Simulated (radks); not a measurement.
# C⁴⁻ held by a Watson sphere

An exercise on one series of results from a longer session: the logs are not shown, and one member is left open.

Program: radks (a radial shooting solver on a logarithmic mesh, Libxc functionals) version 1. Level of theory: non-relativistic Kohn-Sham, LDA (Slater exchange, VWN5 correlation), spin-unpolarised, spherical densities, point nucleus. These are calculated values, not measurements, unless marked.

**The system**

| Quantity | Value |
| --- | --- |
| element | carbon (Z = 6) |
| charge | -4 |
| electrons | 10 |
| configuration | [Ne] |

Outer shells as boxes (Hund's rule):

C⁴⁻
```
[He] core
2s [↑↓]
2p [↑↓][↑↓][↑↓]
```

Set-up of the first run:

The run's settings:

```text
Z 6
configuration [Ne]
relativity non-relativistic
functional lda,vwn5
spin unpolarised
nucleus point
watson charge 4 radius 1.69 bohr
response adiabatic LDA kernel
```

Launch:

```bash
python run_ks.py task.json out
```

This one command runs every case of the session in turn.

Among the steps run: R = 1.69 bohr; R = 1.74 bohr; R = 2.36 bohr; R = 2.88 bohr; R = 2.92 bohr; R = 3.66 bohr; R = 3.93 bohr; R = 3.94 bohr.

One of the session's tables, all rows but one given; the rest of the session is left out.

```
R (bohr)  highest level (eV)  its <r> (bohr)  sum of <r²> (bohr²)  α (bohr³)
    1.69              -8.805           1.796                30.33      17.06
    1.74              -8.619           1.826                31.27      18.15
    2.36              -6.673           2.184                43.78      37.45
    2.88              -5.473           2.483                55.67      65.54
    2.92              -5.394           2.507                56.65      68.32
    3.66                   ?               ?                    ?          ?
    3.93              -3.929           3.109                84.62      178.8
    3.94              -3.919           3.115                84.93      180.3
```

**Question.** Estimate the row for R (bohr) = 3.66.

Worked estimate for «highest level (eV)». A straight line through the neighbours (2.92, -5.394) and (3.93, -3.929) gives -5.394 + (-3.929 + 5.394) × (3.66 − 2.92) / (3.93 − 2.92) = -4.321; a parabola fitted to 4 rows on both sides gives -4.221.

The run gave: highest level (eV): -4.236; its <r> (bohr): 2.945; sum of <r²> (bohr²): 76.47; α (bohr³): 140.8. In «highest level (eV)» the line misses by -0.085 and the parabola by +0.015.

A wider sphere makes a shallower well, so the ion swells. Response by self-consistent Sternheimer equations with the Hartree and adiabatic LDA kernel.
